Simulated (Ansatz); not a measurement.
in.yaml

```yaml
crystal:
  periodic: [false, false, false]
  atoms:
    - {symbol: Ge, position_ang: [-0.009274, -0.022851, 0.933670]}
    - {symbol: S, position_ang: [-0.010108, 0.974897, -1.187943]}
    - {symbol: Si, position_ang: [0.037856, -1.097145, -1.123676]}
    - {symbol: H, position_ang: [-0.064920, 1.204100, 1.814207]}
basis:
  gaussian: {orbitals: cc-pVDZ, point_charges: [{charge: 0.50, position_ang: [4.462, -0.156, 0.474]}]}
magnetization: {spin_polarized: false, initial_magnetization: 1}
correlation: {method: bccd, electrons: outside_noble_gas, diis_vectors: 2}
scf: {lower_state_search: off}
output: {forces: true}
```

```sh
$ ansatz run in.yaml --threads 1 --pin off --events-out ev --progress --plain --max-ram 2393MiB
```

Problem. Roughly how long does this take on 1 thread of AMD EPYC 9B45, shared host, and how much host memory?

Solution. 6.5 s wall and 0.3 GiB.

```
these checks for a lower state are left out or cut short: starts, cluster_reference, orbital_swaps, neighbouring_geometries, increment
748 factors; integrals over basis functions are off by at most 1.1e-3 eV
mean field evaluation 1: about -75166.0319 eV, gradient 1.4e1 eV
mean field evaluation 2: about -75166.0390 eV, gradient 1.4e1 eV
mean field evaluation 4: about -75167.0584 eV, gradient 2.2e0 eV
mean field evaluation 8: about -75167.1425 eV, gradient 1.3e-1 eV
mean field -75167.14336558 eV, -2762.3415685653 hartree, gradient 2.4e-6 eV, S^2 0.750000; 0 other end points of the search recorded, 0 dependent functions left out
24 core orbitals not correlated: weight in the atoms' cores, before any rotation towards them, 0.999 or more for the frozen orbitals, at most 0.000 for the correlated occupied ones
reference -75167.14336558 eV, -2762.3415685653 hartree; 8, 7 occupied and 36, 37 virtual orbitals, 748 factors
second order -7.90429314 eV of doubles, -0.05857483 eV of singles
cycle   1  -8.50244036 eV  change   -5.4e-1 eV  update   1.1e-1
cycle   2  -8.79849621 eV  change   -3.0e-1 eV  update   4.1e-2
cycle   3  -8.89420227 eV  change   -9.6e-2 eV  update   2.8e-2
cycle   4  -8.88696835 eV  change    7.2e-3 eV  update   1.3e-2
cycle   5  -8.88910200 eV  change   -2.1e-3 eV  update   8.6e-3
cycle   6  -8.88353952 eV  change    5.6e-3 eV  update   6.0e-3
...
cycle  29  -8.87812681 eV  change    8.4e-7 eV  update   7.8e-6
cycle  30  -8.87812742 eV  change   -6.2e-7 eV  update   5.5e-6
cycle  31  -8.87812704 eV  change    3.9e-7 eV  update   3.8e-6
cycle  32  -8.87812769 eV  change   -6.5e-7 eV  update   2.9e-6
cycle  33  -8.87812796 eV  change   -2.7e-7 eV  update   2.3e-6
cycle  34  -8.87812816 eV  change   -2.0e-7 eV  update   1.8e-6
cycle  35  -8.87812825 eV  change   -9.4e-8 eV  update   1.3e-6
cycle  36  -8.87812842 eV  change   -1.8e-7 eV  update   7.9e-7
cycle  37  -8.87812844 eV  change   -2.0e-8 eV  update   6.4e-7
the calculation of the forces begins
mean field evaluation 16: about -75167.1348 eV, gradient 5.3e-2 eV
Total energy: -75176.02149402 eV, -2762.6678337678 hartree
Atom 0 at    -0.009274    -0.022851     0.933670 Å, force     0.127929    -0.618459     0.674963 eV/Å
Atom 1 at    -0.010108     0.974897    -1.187943 Å, force     0.008941     1.508008    -0.676250 eV/Å
Atom 2 at     0.037856    -1.097145    -1.123676 Å, force    -0.024082    -1.402254    -0.348667 eV/Å
Atom 3 at    -0.064920     1.204100     1.814207 Å, force    -0.082644     0.505354     0.348407 eV/Å
Dipole moment:    -0.140649    -0.142399     0.051652 e Å
Checks for a lower state left out: starts, cluster_reference, orbital_swaps, neighbouring_geometries, increment
```

Forces (eV/Å):
```
Ge   0.128 -0.618  0.675
S    0.009  1.508 -0.676
Si  -0.024 -1.402 -0.349
H   -0.083  0.505  0.348
```
